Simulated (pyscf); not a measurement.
A first-order saddle from PySCF, ωB97X-D3(BJ)/def2-SVP:

```xyz
6

Zn    -0.8717    -0.6159     0.3828
H     -1.3561     0.4851     1.6325
H      0.0764    -1.7748     0.0268
S     -2.6012     0.7434    -0.7480
H     -2.0121     0.7891     0.7809
H     -1.6767     1.6300    -1.1723
```
Charge 0, spin multiplicity 1.

Surface: singlet, charge 0. Lowest wavenumbers (cm⁻¹): 1246i, 279, 289, 483, 509.

Problem. What reaction is this the transition state of?

Solution. `[ZnH2]` + `[SH2]` <-> `[SH][ZnH]` + `[H][H]`, a four-centre exchange read from left to right: H–Zn, H–S broken and S–Zn, H–H formed. At ωB97M-D3(BJ)/def2-TZVP it lies +16.9 kcal/mol from the left side and +35.0 kcal/mol from the right (each side as separated species at their lowest minima found). On the reactant side the descent ends in a complex, 6.9 kcal/mol under the separated species and 20.9 kcal/mol under the saddle at ωB97X-D3(BJ)/def2-TZVP. At ωB97X-D3(BJ)/def2-TZVP the barrier from the zero used here is 14.0 kcal/mol. One saddle was located; it need not be the lowest between these sides. Elements up to Kr have no core potential and no relativistic terms here.
